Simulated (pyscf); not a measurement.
# Concerted two-bond exchange: H₂N–GaH₂ + HF -> H₂N–GaH–F + H₂

Gas phase, singlet surface, charge 0. Bonds broken: Ga2–H8, H5–F7. Bonds formed: Ga2–F7, H5–H8. Structures and frequencies: ωB97X-D3(BJ)/def2-SVP in PySCF.

Transition state (Å):

```xyz
8

N      1.1182    -0.3491    -0.4795
Ga    -0.1386     0.9395    -0.3268
H      1.3544    -0.9904     0.2683
H      1.8166    -0.3539    -1.2130
H     -1.0864     0.9103     1.2724
H     -0.5134     2.0363    -1.3498
F     -0.2059     1.6406     1.5565
H     -1.5455     0.3071     0.5747
```

One imaginary mode, 1020i cm⁻¹; descent along it reached the two sides named, in the forms told below.

| bond | change | reactant side (Å) | saddle | product side |
|---|---|---|---|---|
| Ga2–H8 | breaks | 1.580 | 1.787 | 2.8 |
| H5–F7 | breaks | 0.931 | 1.179 | 2.446 |
| Ga2–F7 | forms | 2.411 | 2.011 | 1.766 |
| H5–H8 | forms | 2.219 | 1.030 | 0.761 |

Electronic energies relative to the separated reactants (kcal/mol):

```tsv
level	barrier	reaction energy	reverse barrier
ωB97X-D3(BJ)/def2-TZVP	7.3	-19.6	26.9
PBE/def2-TZVP	4.0	-18.6	22.6
r²SCAN/def2-TZVP	3.5	-20.7	24.2
B3LYP-D3(BJ)/def2-TZVP	7.5	-19.7	27.2
PBE0-D3(BJ)/def2-TZVP	6.3	-17.6	23.9
M06-2X/def2-TZVP	5.8	-22.9	28.7
ωB97M-D3(BJ)/def2-TZVP	8.4	-18.5	26.8
HF/def2-TZVP	20.2	-18.9	39.2
```

With ωB97M-D3(BJ)/def2-TZVP energies and thermal terms (ideal gas, 1 atm, RRHO with modes under 100 cm⁻¹ raised to 100, one conformer, R ln 2 for chiral ones without a mode under 150 cm⁻¹), in kcal/mol:

| T (K) | ΔH‡ | ΔG‡ | ΔH | ΔG |
|---|---|---|---|---|
| 298 | 7.2 | 16.2 | -20.4 | -19.7 |
| 600 | 6.8 | 25.5 | -19.8 | -19.2 |
| 900 | 7.0 | 34.9 | -19.4 | -19.1 |
| 1200 | 7.4 | 44.1 | -19.1 | -19.0 |

On the reactant side the descent ends in a complex, 4.4 kcal/mol under the separated species and 11.7 kcal/mol under the saddle at ωB97X-D3(BJ)/def2-TZVP. At the saddle there is also a short Ga–H contact that neither side keeps. This saddle turned up in a search for another step; its sides and bond changes are read from the two ends of the descent. This is the saddle that the search found; another between the same sides may lie lower. Elements up to Kr have no core potential and no relativistic terms here.
